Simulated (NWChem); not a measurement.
# One shape, several levels: CH6NSi− (SMILES CN[SiH2-])

Wanted: a comparison of 6 runs (HF/def2-SVP, PBE0/def2-SVP, r2SCAN/6-311+G**, CAM-B3LYP/aug-cc-pVDZ, MP2/6-31G, CCSD(T)/3-21G) of CH6NSi−. 

Program for the calculation: NWChem 7.3.0.

### 1 The structure to begin with

The species is CH6NSi− (9 atoms), meant as a singlet with charge -1. SMILES: `CN[SiH2-]`. The coordinates come from a GFN2-xTB relaxation. This is one conformer, not always the lowest.

Bond lengths: C1–N2 1.416 Å, N2–Si3 1.783 Å, C1–H4 1.093 Å, C1–H5 1.106 Å, C1–H6 1.115 Å, N2–H7 1.021 Å, Si3–H8 1.508 Å, Si3–H9 1.526 Å. Some angles: C1–N2–Si3 112.8°, C1–N2–H7 109.3°, Si3–N2–H7 114.4°, N2–C1–H4 107.9°, N2–C1–H5 112.1°, N2–C1–H6 114.9°, N2–Si3–H8 98.4°, N2–Si3–H9 102.7°, H4–C1–H5 108.5°, H4–C1–H6 106.5°.

### 2 Energy and gradient at HF/def2-SVP (run 1)

Input file ch6nsi.nw:

```
START ch6nsi
TITLE "CH6NSi hf"
memory 2200 mb
charge -1

GEOMETRY units angstroms noautosym nocenter noautoz
  C     -0.389760     0.812580    -0.765510
  N      0.391490    -0.324920    -0.449390
  Si    -0.285560    -1.275700     0.898250
  H     -1.414350     0.477140    -0.945970
  H     -0.025340     1.329470    -1.673280
  H     -0.444930     1.582690     0.038500
  H      1.363340    -0.041170    -0.319730
  H      0.880510    -2.205590     1.120890
  H     -0.075400    -0.354490     2.096230
END

BASIS spherical bse
  * library def2-SVP
END

SCF
  thresh 1e-08
  maxiter 80
END

TASK scf gradient
```

Launch:

```console
$ nwchem ch6nsi.nw > ch6nsi.out
```

What it wrote:

```text
[...]
  functions       =    76
[...]
  wavefunction    = RHF
[...]
         Total SCF energy =   -384.529339447618
      One-electron energy =   -752.362060014618
      Two-electron energy =    259.486264567454
 Nuclear repulsion energy =    108.346455999546
        Time for solution =      7.4s
[...]
                         RHF ENERGY GRADIENTS
    atom               coordinates                        gradient
                 x          y          z           x          y          z
   1 C      -0.736540   1.535554  -1.446604    0.003816  -0.014008   0.007440
   2 N       0.739809  -0.614010  -0.849224   -0.029864  -0.009804   0.004205
   3 Si     -0.539630  -2.410723   1.697446    0.026583   0.023002  -0.005409
   4 H      -2.672734   0.901664  -1.787624    0.001983  -0.004343   0.002030
   5 H      -0.047886   2.512334  -3.162041    0.003172   0.000402  -0.001665
   6 H      -0.840796   2.990850   0.072754    0.000269   0.002361   0.004320
   7 H       2.576339  -0.077800  -0.604202    0.012595   0.004822   0.001589
   8 H       1.663923  -4.167961   2.118175   -0.010768   0.003746  -0.004041
   9 H      -0.142485  -0.669889   3.961300   -0.007786  -0.006178  -0.008469
[...]
```

It took 11 s on 1 thread of Intel Xeon Platinum 8559C (Emerald Rapids), shared host; peak memory 0.1 GiB.

### 3 Energy and gradient at PBE0/def2-SVP (run 2)

Input file ch6nsi.xyz:

```xyz
9
CH6NSi gradient
C     -0.389760     0.812580    -0.765510
N      0.391490    -0.324920    -0.449390
Si    -0.285560    -1.275700     0.898250
H     -1.414350     0.477140    -0.945970
H     -0.025340     1.329470    -1.673280
H     -0.444930     1.582690     0.038500
H      1.363340    -0.041170    -0.319730
H      0.880510    -2.205590     1.120890
H     -0.075400    -0.354490     2.096230
```

Input file run.py:

```python
from ase.io import read
from ase.calculators.nwchem import NWChem

molecule = read('ch6nsi.xyz')

calc = NWChem(
    label='ch6nsi',
    theory='dft',
    memory='2200 mb',
    basis='def2-SVP',
    basispar='spherical bse',
    charge=-1,
    dft={'xc': 'pbe0', 'mult': '1', 'grid': 'xfine', 'convergence': 'energy 1e-08', 'iterations': '100', 'mulliken': None, 'print': 'low'},
)
molecule.calc = calc

forces = molecule.get_forces()
print("Total energy (eV):", round(molecule.get_potential_energy(), 6))
print("forces (eV/A):")
for s, f in zip(molecule.symbols, forces):
    print(f"{s:2s} {f[0]:10.5f} {f[1]:10.5f} {f[2]:10.5f}")
```

Launch:

```console
$ export ASE_NWCHEM_COMMAND="nwchem PREFIX.nwi > PREFIX.nwo"
$ python run.py
```

What it wrote:

```text
Total energy (eV): -10490.869042
forces (eV/A):
C     0.23464    0.31738   -0.21710
N     0.97753    0.19468   -0.43554
Si   -1.59604   -1.05009    0.10315
H    -0.49555    0.02813   -0.08695
H    -0.04669    0.16974   -0.20589
H    -0.10943    0.22605    0.07132
H    -0.04201   -0.03296   -0.00489
H     0.65990   -0.22615    0.21212
H     0.41760    0.37317    0.56384
```

The calculator wrote ch6nsi.nwi:

```
title "ch6nsi"

permanent_dir ch6nsi

scratch_dir ch6nsi

start ch6nsi

geometry units angstrom nocenter noautosym noautoz
  C  -3.8976000000000000e-01 8.1257999999999997e-01 -7.6551000000000002e-01
  N  3.9149000000000000e-01 -3.2491999999999999e-01 -4.4939000000000001e-01
  Si -2.8555999999999998e-01 -1.2757000000000001e+00 8.9824999999999999e-01
  H  -1.4143500000000000e+00 4.7714000000000001e-01 -9.4596999999999998e-01
  H  -2.5340000000000001e-02 1.3294699999999999e+00 -1.6732800000000001e+00
  H  -4.4492999999999999e-01 1.5826899999999999e+00 3.8500000000000000e-02
  H  1.3633400000000000e+00 -4.1169999999999998e-02 -3.1973000000000001e-01
  H  8.8051000000000001e-01 -2.2055899999999999e+00 1.1208899999999999e+00
  H  -7.5399999999999995e-02 -3.5449000000000003e-01 2.0962299999999998e+00
end

charge -1

memory 2200 mb

basis spherical bse noprint
   * library def2-SVP
end

dft
  xc pbe0
  mult 1
  grid xfine
  convergence energy 1e-08
  iterations 100
  mulliken
  print low
end

task dft gradient
```

ch6nsi.nwo:

```text
Northwest Computational Chemistry Package (NWChem) 7.3.0
             --------------------------------------------------------

           Job information
           ---------------

    nwchem branch   = 7.3.0
    use scalapack   = T
    input           = ch6nsi.nwi
    prefix          = ch6nsi.
    data base       = ch6nsi/ch6nsi.db
    status          = startup
    nproc           =        1

           Memory information
           ------------------

    heap     =     72089600 doubles =      550.0 Mbytes
    stack    =     72089597 doubles =      550.0 Mbytes
    global   =    144179200 doubles =     1100.0 Mbytes (distinct from heap & stack)
    total    =    288358397 doubles =     2200.0 Mbytes
    verify   = yes
    hardfail = no

           Directory information
           ---------------------

  0 permanent = ch6nsi
  0 scratch   = ch6nsi

                                NWChem Input Module
                                -------------------

                                      ch6nsi
                                      ------

[... 26 lines left out ...]
            Nuclear Dipole moment (a.u.)
[... 75 lines left out ...]
   convergence    iter        energy       DeltaE   RMS-Dens  Diis-err    time
[... 13 lines left out ...]
         Total DFT energy =     -385.532329462307
      One electron energy =     -752.757301892350
           Coulomb energy =      294.353083650154
    Exchange-Corr. energy =      -35.474567219657
 Nuclear repulsion energy =      108.346455999546
[... 17 lines left out ...]
     -------------------------------------------
      Total Density - Lowdin Population Analysis
     -------------------------------------------

    Atom       Charge   Shell Charges
 -----------   ------   -------------------------------------------------------
    1 C    6     6.03   1.96  0.57  0.30  1.86  1.22  0.12
    2 N    7     7.28   1.97  0.75  0.45  2.27  1.80  0.04
    3 Si  14    14.28   2.00  1.94  0.77  0.57  5.82  1.27  1.64  0.28
[... 5 lines of this table left out ...]
    9 H    1     1.20   0.66  0.52  0.03

                         DFT ENERGY GRADIENTS

    atom               coordinates                        gradient
                 x          y          z           x          y          z
   1 C      -0.736540   1.535554  -1.446604   -0.004563  -0.006172   0.004222
   2 N       0.739809  -0.614010  -0.849224   -0.019010  -0.003786   0.008470
   3 Si     -0.539630  -2.410723   1.697446    0.031038   0.020421  -0.002006
[... 5 lines of this table left out ...]
   9 H      -0.142485  -0.669889   3.961300   -0.008121  -0.007257  -0.010965

 Task  times  cpu:       33.0s     wall:       33.0s
 Total times  cpu:       33.0s     wall:       33.0s
```

Wall time 35 s (1 thread of Intel Xeon Platinum 8559C (Emerald Rapids), shared host); peak memory 0.14 GiB.

Runs 3 to 5 aren't shown in full; the table further down has their settings and results.

### 4 The energy at CCSD(T)/3-21G (run 6)

Input file job.nw:

```
START job
memory stack 880 mb heap 220 mb global 1100 mb
charge -1

GEOMETRY units bohr noautosym nocenter noautoz
  C   -0.73653965   1.53555365  -1.44660425
  N    0.73980888  -0.61400981  -0.84922402
  Si  -0.53963019  -2.41072362   1.69744649
  H   -2.67273414   0.90166392  -1.78762422
  H   -0.04788566   2.51233419  -3.16204093
  H   -0.84079584   2.99085064   0.07275446
  H    2.57633921  -0.07780002  -0.60420213
  H    1.66392275  -4.16796104   2.11817512
  H   -0.14248535  -0.66988901   3.96130059
END

BASIS spherical bse
  * library 3-21G
END

SCF
  thresh 1e-08
  maxiter 80
  noprint "final vectors analysis"
END

CCSD
  freeze core 7
  maxiter 60
END

TASK ccsd(t) energy
```

Launch:

```console
$ nwchem job.nw > job.out
```

What it wrote:

```text
[...]
  functions       =    43
[...]
  wavefunction    = RHF
[...]
         Total SCF energy =   -382.629010956122
      One-electron energy =   -750.123654180880
      Two-electron energy =    259.148194950838
 Nuclear repulsion energy =    108.346448273920
        Time for solution =      1.3s
[...]
 Total MP2 energy:           -382.880240193505813
[...]
             energy      energy      error      ampl     ampl      Block
                                                time     time      time
[...]
 Total CCSD energy:           -382.916553711810195
[...]
 Total CCSD+T(CCSD) energy:           -382.923345570290394
[...]
 Total CCSD(T) energy:                -382.922971781335889
[...]
```

It took 12 s on 1 thread of Intel Xeon Platinum 8559C (Emerald Rapids), shared host; peak memory 0.11 GiB.

### 5 The series

| run | level | iteration cap | module | energy (Eh) | largest force (eV/Å) | wall time |
| --- | --- | --- | --- | --- | --- | --- |
| 1 | HF/def2-SVP | 80 | scf | -384.529339 | 1.829 | 11 s |
| 2 | PBE0/def2-SVP | 100 | dft | -385.532329 | 1.913 | 35 s |
| 3 | r2SCAN/6-311+G** | 100 | dft | -385.894004 | 1.525 | 41 s |
| 4 | CAM-B3LYP/aug-cc-pVDZ | 100 | dft | -385.908884 | 1.789 | 4.5 min |
| 5 | MP2/6-31G | 80 | mp2 | -384.849827 | 3.108 | 12 s |
| 6 | CCSD(T)/3-21G | 80 | ccsd(t) | -382.922972 | – | 12 s |

### 6 Outcome

```
                                          quantity          value
                               run 6: total energy  -382.92297 Eh
run 6: correlation energy (7 core orbitals frozen)     -294.0 mEh
                             run 6: (T) correction      -6.42 mEh
```

In words: Totals of different functionals can't be ranked against each other. In run 3 the HOMO lies above zero, so the outermost electron may be held by the basis alone. All runs together took 6.3 min, the longest 4.5 min.
